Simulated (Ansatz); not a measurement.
in.yaml

```yaml
crystal:
  periodic: [false, false, false]
  atoms:
    - {symbol: Ga, position_ang: [0.000000, 0.023829, 0.018810]}
    - {symbol: H, position_ang: [0.000000, -2.048762, 0.018810]}
    - {symbol: H, position_ang: [0.000000, 0.254483, -2.865983]}
    - {symbol: H, position_ang: [0.000000, 0.145934, 1.545980]}
basis:
  gaussian: {orbitals: cc-pVTZ}
total_charge: 1
magnetization: {spin_polarized: true, initial_magnetization: 1}
correlation: {method: ccsdt_q, electrons: outside_noble_gas}
```

```sh
$ ansatz run in.yaml --threads 1 --pin off --events-out ev --progress --plain --max-ram 2393MiB
```

The program prints:

```
1000 factors; integrals over basis functions are off by at most 2.3e-7 eV
mean field evaluation 1: about -52367.5288 eV, gradient 9.1e0 eV
mean field evaluation 2: about -52367.5284 eV, gradient 9.1e0 eV
mean field evaluation 4: about -52369.5114 eV, gradient 2.7e0 eV
mean field evaluation 8: about -52370.4140 eV, gradient 5.4e-1 eV
mean field evaluation 16: about -52368.8994 eV, gradient 9.1e0 eV
mean field evaluation 32: about -52370.1283 eV, gradient 1.7e-1 eV
mean field evaluation 64: about -52370.1184 eV, gradient 7.8e-2 eV
mean field evaluation 96: about -52368.3669 eV, gradient 2.3e0 eV
mean field evaluation 128: about -52370.1191 eV, gradient 3.4e-1 eV
mean field evaluation 160: about -52363.4506 eV, gradient 6.3e0 eV
...
cycle  27  -1.87341824 eV  change    1.2e-5 eV  update   3.6e-6
cycle  28  -1.87341005 eV  change    8.2e-6 eV  update   2.1e-6
cycle  29  -1.87340587 eV  change    4.2e-6 eV  update   1.2e-6
cycle  30  -1.87340414 eV  change    1.7e-6 eV  update   8.7e-7
cycle  31  -1.87340236 eV  change    1.8e-6 eV  update   6.5e-7
cycle  32  -1.87340130 eV  change    1.1e-6 eV  update   5.5e-7
cycle  33  -1.87340125 eV  change    4.5e-8 eV  update   4.3e-7
cycle  34  -1.87340100 eV  change    2.6e-7 eV  update   3.9e-7
cycle  35  -1.87340069 eV  change    3.1e-7 eV  update   3.5e-7
cycle  36  -1.87340084 eV  change   -1.5e-7 eV  update   3.0e-7
perturbative correction -0.00485107 eV, -0.0001782736 hartree
Total energy: -52372.30182888 eV, -1924.6465929901 hartree
```

Ran on 1 thread of Arm Neoverse V1, shared host: 2 min wall, 0.66 GiB peak host memory.
